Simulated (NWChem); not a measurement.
Correlation energy of CHO (+1)

```xyz
3

C      0.0000     0.0000    -0.5219
O      0.0000     0.0000     0.5966
H      0.0000     0.0000    -1.6409
```
Charge +1, spin multiplicity 1.

Everything below was run with NWChem. All single points use one geometry, from PBE/def2-SVP, a minimum by its harmonic frequencies.

Basis set: def2-SVP. Each correlation energy counts from its own Hartree-Fock reference.

```json
[
 {"method": "MP2", "correlation energy (mHa)": "-303.9", "difference from CCSD(T)": "+15.5"},
 {"method": "SCS-MP2", "correlation energy (mHa)": "-296.6", "difference from CCSD(T)": "+22.8"},
 {"method": "CR-CCSD[T]", "correlation energy (mHa)": "-318.8", "difference from CCSD(T)": "+0.6"},
 {"method": "CR-CCSD(T)", "correlation energy (mHa)": "-317.2", "difference from CCSD(T)": "+2.2"},
 {"method": "CCSD", "correlation energy (mHa)": "-307.7", "difference from CCSD(T)": "+11.7"},
 {"method": "CCSD+T(CCSD)", "correlation energy (mHa)": "-321.4", "difference from CCSD(T)": "-2.0"},
 {"method": "CCSD(T)", "correlation energy (mHa)": "-319.4", "difference from CCSD(T)": "0.0"},
 {"method": "CCSDT", "correlation energy (mHa)": "-319.8", "difference from CCSD(T)": "-0.5"}
]
```

The values span 24.8 mHa, from CCSD+T(CCSD) (lowest) to SCS-MP2 (highest). 

The correlated methods keep 2 core orbitals frozen. The structure started from a generated list of species. Differences from the coupled-cluster row are differences between methods, not errors against experiment.
